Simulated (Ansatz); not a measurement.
Isomers

Structures of CH$_{4}$NSi (charge -1), singlet, relaxed at PBE0-D4/def2-TZVPD (vibrations not checked; lower isomers may exist, and structures with a doubtful reference or unclear bonds are left out). Ansatz 0.2.0; basis: def2-TZVPPD; cores frozen in the correlated methods. B3LYP uses VWN-RPA correlation.

(1) Rank them by CCSD(T) energy, lowest first, and give each one's height above the lowest. Links in brackets join atoms within 1.22 times the sum of their covalent radii (1.1 for two metals). (An estimate is asked for; the value comes from the calculation.)
A.
CH₄NSi ([CH3][Si][NH]), total charge -1
```
7
angstrom
C -0.9875 0.2249 -0.8385
Si -0.0345 -0.3753 0.7480
N 1.3668 -0.9945 0.1072
H -1.9486 -0.2986 -0.9316
H -1.2197 1.2962 -0.7709
H -0.3843 0.0384 -1.7352
H 1.9660 -1.3533 0.8501
```
B.
CH₄NSi ([CH2][Si][NH2]), total charge -1
```
7
angstrom
C -0.5745 0.3665 -0.5693
Si 1.1701 0.2499 -0.4231
N 1.4355 -0.8369 0.9736
H -1.3151 -0.1393 0.0603
H -1.0179 1.0161 -1.3249
H 0.6823 -1.4370 1.2895
H 2.3167 -1.3242 1.0211
```
C.
CH₄NSi ([CH2][SiH][NH]), total charge -1
```
7
angstrom
C -1.0759 0.4169 -0.6961
Si 0.2944 -0.0151 0.2681
N 1.2909 -1.3151 0.1955
H -1.4691 -0.1633 -1.5255
H -1.6030 1.3409 -0.4721
H 0.5410 1.0400 1.3309
H 2.0217 -1.3042 0.8991
```

(2) Do PBE-D4, r2SCAN-D4, PBE0-D4, B3LYP-D4, wB97M-V, HF, MP2 give the same order? (A judgement: the text doesn't fix the answer.)

T1 diagnostic: at most 0.018.

For scale, one of the runs: CCSD(T)/def2-TZVPPD, 190 basis functions, launched by `ansatz run in.yaml --threads 2 --pin off --events-out ev --progress --plain --max-ram 4352MiB`. The run took 40 s on 2 CPU threads of an Arm Neoverse V1 (shared host), with 2 GiB of host memory at its peak.

Answers

(1) The calculation gives: A (0.00 kcal/mol), B (4.46 kcal/mol), C (9.36 kcal/mol). Heights count from the lowest.

(2) By the calculation: All do.
